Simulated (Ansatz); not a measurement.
A nudged elastic band was laid between two geometries of AlFH$_{2}$S (5 atoms, charge 0, multiplicity 1).

Method: RKS PBE-D4/def2-SVP (Ansatz 0.2.0).

```yaml
movable_images: 7
climbing_image: yes
spring: 5.0 eV/Å²
optimiser: quadratic models (default)
start_path: IDPP
force_threshold: 0.05 eV/Å
iteration_limit: 60
end_points: relaxed
```

Image 0:

```xyz
5
Properties=species:S:1:pos:R:3
F -1.181 -1.095 1.148
Al -0.478 -0.326 -0.168
S 1.700 0.034 -0.140
H -1.466 0.073 -1.342
H 1.475 1.240 0.461
```

Image 8:

```xyz
5
Properties=species:S:1:pos:R:3
F -1.223 -0.478 1.200
Al -0.537 -0.168 -0.301
S 1.550 0.488 -0.342
H -1.397 -0.351 -1.617
H 1.658 0.435 1.018
```

Question: What changes between the two ends?

Answer: No bond is made or broken. The dihedral F1–Al2–S3–H5 goes from -90 to 0°.

Question: Give the energies along the band, and the barrier.

Answer: The forces met the threshold. The highest image is number 0 of 0 to 8, 0.0 kcal/mol above the first end and 5.3 kcal/mol above the last; the last end lies 5.3 kcal/mol below the first. The highest image is an end point: on this band no image between the ends rises above it.

```json
{"image": "0", "path coordinate (Å)": "0.00", "energy (kcal/mol)": "0.0", "dihedral F1–Al2–S3–H5 (°)": "-90"}
{"image": "1", "path coordinate (Å)": "0.03", "energy (kcal/mol)": "0.0", "dihedral F1–Al2–S3–H5 (°)": "-88"}
{"image": "2", "path coordinate (Å)": "0.22", "energy (kcal/mol)": "-0.3", "dihedral F1–Al2–S3–H5 (°)": "-75"}
{"image": "3", "path coordinate (Å)": "0.42", "energy (kcal/mol)": "-1.1", "dihedral F1–Al2–S3–H5 (°)": "-63"}
{"image": "4", "path coordinate (Å)": "0.62", "energy (kcal/mol)": "-2.1", "dihedral F1–Al2–S3–H5 (°)": "-50"}
{"image": "5", "path coordinate (Å)": "0.81", "energy (kcal/mol)": "-3.3", "dihedral F1–Al2–S3–H5 (°)": "-37"}
{"image": "6", "path coordinate (Å)": "1.01", "energy (kcal/mol)": "-4.3", "dihedral F1–Al2–S3–H5 (°)": "-25"}
{"image": "7", "path coordinate (Å)": "1.20", "energy (kcal/mol)": "-5.1", "dihedral F1–Al2–S3–H5 (°)": "-12"}
{"image": "8", "path coordinate (Å)": "1.40", "energy (kcal/mol)": "-5.3", "dihedral F1–Al2–S3–H5 (°)": "0"}
```

Time of the run: 24 s on 1 CPU thread of a shared host.
